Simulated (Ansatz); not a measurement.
# H2NSi2: where a starting geometry ends

The starting geometry of this gas-phase doublet was optimised with GFN2-xTB.

| atom | x (Å) | y (Å) | z (Å) |
| --- | --- | --- | --- |
| N | -0.4578 | -0.2789 | 0.6606 |
| Si | -1.5979 | -0.8167 | -0.5370 |
| Si | 0.9330 | 0.7304 | 0.3739 |
| H | -0.9118 | -0.1275 | -1.6897 |
| H | -0.6316 | -0.5782 | 1.6103 |

Predict what it relaxes into with r2SCAN-D4/def2-SVP.

A new bond forms, giving a structure with H4 bridging Si3 and Si2, given below by its coordinates. Distances that change by over a tenth: Si2–H4 (1.51 → 1.75 Å). Contacts that close: Si3–H4 (2.90 → 1.75 Å).

The energy falls by 0.43 eV over 15 steps:

```csv
step,E − E(last) (eV)
1,0.429
3,0.378
4,0.373
6,0.342
7,0.334
9,0.164
10,0.070
12,0.000
13,0.000
15,0.000
```

Final geometry (Å):

```
atom    x (Å)    y (Å)    z (Å)
   N  -0.5505  -0.3734   0.7450
  Si  -1.6727  -0.8181  -0.5285
  Si   0.6278   0.5887  -0.1299
   H  -0.4944   0.1437  -1.4027
   H  -0.5762  -0.6117   1.7342
```

Frequencies at the end are all real (lowest 428 cm⁻¹). Open shells are spin-unrestricted. Run with Ansatz 0.2.0, 2.5 min on 1 thread of Intel(R) Xeon(R) Processor @ 2.50GHz (Skylake/Cascade Lake) (shared host).
